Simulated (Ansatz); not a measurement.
Reaction: CH6Si (methylsilane, SMILES C[SiH3]) → CH6Si+ (parent SMILES C[SiH3], doublet) + e-
Each species at its own B3LYP-D3(BJ)/def2-TZVP minimum (Ansatz, a first-principles code).

Total energies in hartree (Ansatz). Open shells are spin-unrestricted; no spin-orbit coupling. Correlated methods leave the cores frozen. No relativity. The spin of CH6Si+ (parent SMILES C[SiH3], doublet) was assumed, and the state is the lowest solution found for it.

```tsv
species	HF/cc-pV(T+d)Z	CCSD(T)/cc-pV(T+d)Z	HF/cc-pV(Q+d)Z	CCSD(T)/cc-pV(Q+d)Z	CCSD(T)/cc-pV(D+d)Z	CCSDT(Q)/cc-pV(D+d)Z
1: CH6Si (methylsilane, SMILES C[SiH3])	-330.32571	-330.69426	-330.33210	-330.71844	-330.60793	-330.60911
2: CH6Si+ (parent SMILES C[SiH3], doublet)	-329.98414	-330.30778	-329.99073	-330.32941	-330.22839	-330.22963
```

Work out the adiabatic ionisation energy (electronic) in eV: take Hartree-Fock from cc-pV(Q+d)Z, extrapolate the CCSD(T) correlation energy as X^-3 (X = 3, 4), and add CCSDT(Q) - CCSD(T) in cc-pV(D+d)Z. 1 hartree = 27.211 eV.


Species 1: correlation (64·(-0.38634) - 27·(-0.36855))/37 = -0.39932; step -0.00118; E1 = -330.33210 + (-0.39932) + (-0.00118) = -330.73260
Species 2: correlation (64·(-0.33868) - 27·(-0.32364))/37 = -0.34966; step -0.00124; E2 = -329.99073 + (-0.34966) + (-0.00124) = -330.34163
-1·E1 +1·E2 = 0.39097 hartree = 10.64 eV.
